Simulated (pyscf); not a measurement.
•HAs–InH₂ + H₂ -> [H₂As–InH]• + H₂, a concerted two-bond exchange (doublet surface; H–H, H–In broken, As–H, H–H formed). PySCF, gas phase, ωB97X-D3(BJ)/def2-SVP geometries. Energies in kcal/mol from the separated reactants.

AM1 to PM7: differences of heats of formation from MOPAC, which are fitted to 298 K values and so differ in kind from electronic energies by zero-point and thermal terms. Open shells are spin-unrestricted. 

Question: Quick PM6 single points give ΔE‡ = 26.3 kcal/mol and ΔE = -44.8 kcal/mol. What does ωB97M-D3(BJ)/def2-TZVP give, and how far is the quick result from it?

Answer: ωB97M-D3(BJ)/def2-TZVP gives ΔE‡ = 38.8 kcal/mol and ΔE = -5.8 kcal/mol. PM6 lies 12.5 kcal/mol under it in the barrier and 39.0 kcal/mol under it in the reaction energy, so on this step it does not hold to within 3.0 kcal/mol. ωB97M-D3(BJ)/def2-TZVP has limits of its own. This is the saddle that the search found; another between the same sides may lie lower. In the def2 sets elements up to Kr have no core potential. In the def2 sets elements past Kr carry core potentials, without spin-orbit coupling.
